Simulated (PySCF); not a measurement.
# SiO2: relaxation and vibrations of the singlet

Aim: relax SiO2 as a singlet from a bent start, check by its vibrations whether the end is a minimum, and collect its spectrum and constants.

Computed with PySCF 2.14.0. Level: B3LYP, basis Si def2-TZVP, O def2-TZVP, no relativity, density fitting.

### 1 The system as given

3 atoms, charge 0, spin multiplicity 1.

Bond lengths: Si1–O2 1.640 Å, Si1–O3 1.640 Å. Angles: O2–Si1–O3 110.0°.

Z-matrix (Å, degrees; charge 0 multiplicity 1):
```
Si
O  1 1.6400
O  1 1.6400 2 110.00
```

### 2 First SCF at the start

The steps below are one call of a driver around PySCF. For each, scf.py gives the equivalent set-up of the SCF; relaxations use the driver's own optimiser. After this first run the driver tries any further starts and a stability analysis.

Input file scf.py:

```python
from pyscf import gto, scf, dft
mol = gto.M(atom='''
Si     0.000000     0.000000     0.000000
O      1.343400     0.000000     0.940700
O     -1.343400     0.000000     0.940700''',
    basis={'Si': 'def2-TZVP', 'O': 'def2-TZVP'},
    charge=0, spin=0)
mf = dft.RKS(mol, xc='B3LYP')
mf.grids.atom_grid = (50, 194)
aux = {'Si': 'def2-universal-JKFIT', 'O': 'def2-universal-JKFIT'}
mf = mf.density_fit(auxbasis=aux)
mf.conv_tol = 1e-08
mf.diis_space = 10
mf.max_cycle = 60
mf.init_guess = 'minao'
mf.verbose = 4
mf.kernel()
```

The run is started by

```sh
$ OMP_NUM_THREADS=2 python axn.py task.json out
```

Standard output:

```text
init E= -439.997035590906
  HOMO = -0.408601681588069  LUMO = -0.246316562787221  gap/eV = 4.41600
cycle= 1 E= -439.41975246839  delta_E= 0.577  |g|= 1.45  |ddm|= 1.95
  HOMO = -0.0788277857646364  LUMO = -0.0567842775990546  gap/eV = 0.59983
cycle= 2 E= -434.085010098016  delta_E= 5.33  |g|= 4.65  |ddm|= 3.43
  HOMO = -0.258210236604356  LUMO = -0.216280769239789  gap/eV = 1.14096
cycle= 3 E= -439.91314872283  delta_E= -5.83  |g|= 0.475  |ddm|=  2.8
  HOMO = -0.293600328437277  LUMO = -0.240669473762139  gap/eV = 1.44032
cycle= 4 E= -439.928904778509  delta_E= -0.0158  |g|= 0.296  |ddm|= 0.278
  HOMO = -0.303853628843236  LUMO = -0.234795150359318  gap/eV = 1.87918
cycle= 5 E= -439.949638593165  delta_E= -0.0207  |g|= 0.102  |ddm|= 0.147
  HOMO = -0.311174644556598  LUMO = -0.233611080685534  gap/eV = 2.11061
cycle= 6 E= -439.952085110234  delta_E= -0.00245  |g|= 0.00644  |ddm|= 0.0624
  HOMO = -0.310982214877644  LUMO = -0.233261122331783  gap/eV = 2.11490
cycle= 7 E= -439.952092996891  delta_E= -7.89e-06  |g|= 0.00114  |ddm|= 0.00404
  HOMO = -0.311087460526406  LUMO = -0.233280813192223  gap/eV = 2.11723
cycle= 8 E= -439.95209335406  delta_E= -3.57e-07  |g|= 0.000285  |ddm|= 0.000763
  HOMO = -0.311076561802868  LUMO = -0.233248859228681  gap/eV = 2.11780
cycle= 9 E= -439.952093385413  delta_E= -3.14e-08  |g|= 4.4e-05  |ddm|= 0.000383
  HOMO = -0.311082543860631  LUMO = -0.23325503382349  gap/eV = 2.11779
cycle= 10 E= -439.952093386568  delta_E= -1.15e-09  |g|= 2.11e-05  |ddm|= 9.39e-05
  HOMO = -0.311086311665328  LUMO = -0.233254712751894  gap/eV = 2.11791
Extra cycle  E= -439.952093385933  delta_E= 6.35e-10  |g|= 5.81e-05  |ddm|= 5.15e-05
converged SCF energy = -439.952093385933
```

This step, with its further starts and checks, took 2.7 s on 2 threads of Arm Neoverse V1, shared host.

The test of internal stability found no lower closed-shell solution.

### 3 Relaxation: bent start, singlet

The program finds C2v symmetry in the start, which this walk keeps.

Edit scf.py of step 2 so:

```diff
@@ -3,3 +3,3 @@
-Si     0.000000     0.000000     0.000000
-O      1.343400     0.000000     0.940700
-O     -1.343400     0.000000     0.940700''',
+Si     0.000000     0.000000    -0.501825
+O      1.343400     0.000000     0.438875
+O     -1.343400     0.000000     0.438875''',
@@ -15 +14,0 @@
-mf.init_guess = 'minao'
```

The optimiser's trace:

```
step  energy (Eh)  change (kJ/mol)  largest symmetric gradient (Eh/bohr)
   0  -439.952093             0.00                               0.14016
   1  -440.008672          -148.55                               0.06868
   2  -440.033296          -213.20                               0.04010
   3  -440.042478          -237.31                               0.02483
   4  -440.044404          -242.36                               0.00401
   5  -440.044557          -242.76                               0.00303
   6  -440.044574          -242.81                               0.00100
   7  -440.044576          -242.81                               0.00001
```

The walk took 7.8 s.

After 7 steps and 242.8 kJ/mol it ends at D∞h: Si–O 1.510 Å (×2); O–Si–O 180.0°.

### 4 Frequencies

The point is checked on the finer grid, and tightened if its gradient asks for it. The Hessian and the dipole derivatives come from central differences of analytic gradients, with steps of 0.02 bohr.

Edit scf.py of step 3 so:

```diff
@@ -3,3 +3,3 @@
-Si     0.000000     0.000000    -0.501825
-O      1.343400     0.000000     0.438875
-O     -1.343400     0.000000     0.438875''',
+Si     0.000000     0.000000     0.000000
+O      1.510267     0.000000    -0.000000
+O     -1.510267     0.000000     0.000000''',
@@ -9 +9 @@
-mf.grids.atom_grid = (50, 194)
+mf.grids.atom_grid = (75, 302)
@@ -12 +12 @@
-mf.conv_tol = 1e-08
+mf.conv_tol = 1e-10
```

This SCF starts from the last density.

SCF at the final geometry:

```text
init E= -440.044599842484
  HOMO = -0.355045285432734  LUMO = -0.139297029386704  gap/eV = 5.87081
cycle= 1 E= -440.044599842484  delta_E= 6.82e-13  |g|= 6.32e-07  |ddm|= 7.55e-07
  HOMO = -0.355045208883187  LUMO = -0.139296951039995  gap/eV = 5.87081
Extra cycle  E= -440.044599842483  delta_E= 2.27e-13  |g|= 1.7e-06  |ddm|= 1.08e-06
converged SCF energy = -440.044599842483
```

The whole step took 9.4 s.

Geometry: D∞h; Si–O 1.510 Å (×2); O–Si–O 180.0°.

Modes, for the most abundant isotopes:

```tsv
symmetry	ω (cm⁻¹)	IR (km/mol)	μ (u)
πu	292	160	20.73
σg+	999	0.0	15.99
σu+	1449	90.2	20.73
```

All wavenumbers are real: a minimum.

Properties at this point:

```
Dipole moment                                                   : 0.00 D
Highest occupied level                                          : -9.66 eV
Lowest empty level                                              : -3.79 eV
Rotational constants                                            : 0.231 cm⁻¹
Zero-point energy                                               : 18.1 kJ/mol
Principal polarisabilities                                      : 21.8, 21.8, 37.0 bohr³
Atomisation energy without zero-point energy                    : 1208 kJ/mol
Principal traceless quadrupole moments about the centre of mass : -12.14, 6.07, 6.07 D Å
Entropy at 298.15 K and 1 bar                                   : 231.7 J/(mol K)
Heat capacity Cp at 298.15 K                                    : 45.2 J/(mol K)
Enthalpy at 298.15 K above 0 K                                  : 11.05 kJ/mol
Rotational symmetry number                                      : 2
```

Populations by atom (charges in e):

```json
{"atom": "Si1", "Mulliken": "0.85", "Löwdin": "0.32", "polar tensor": "1.13", "Mayer order to Si1": "–"}
{"atom": "O2,3", "Mulliken": "-0.43", "Löwdin": "-0.16", "polar tensor": "-0.56", "Mayer order to Si1": "2.15"}
```

Outer orbital energies (eV). occupied: -27.21, -26.53, -12.92, -10.99, -10.69, -10.69, -9.66, -9.66; empty: -3.79, -0.95, -0.95, 2.76.

Mulliken populations on Si1: s 4.95, p 7.56, d 0.55, f 0.08.

### 5 Summary of results

| quantity | value |
| --- | --- |
| minimum | singlet, D∞h |
| geometry | Si–O 1.510 Å (×2); O–Si–O 180.0° |
| wavenumbers (cm⁻¹) | 292 (πu), 999 (σg+), 1449 (σu+) |
| dipole moment | 0.00 D |
| highest occupied, lowest empty level | -9.66, -3.79 eV |
| polar-tensor charge of Si1 | +1.13 e |
| zero-point energy | 18.1 kJ/mol |
| entropy at 298.15 K | 231.7 J/(mol K) |
| atomisation energy (no zero-point energy) | 1208 kJ/mol |

The bent start (C2v) ends in a minimum of D∞h symmetry. The strongest infrared band lies at 292 cm⁻¹ (πu, bend). Si1 has a polar-tensor charge of +1.1 e (a dipole derivative, not a static charge), yet symmetry cancels the bond dipoles. Only this shape and spin were tried, so other structures or states may lie lower.

The search up to here took 20 s.
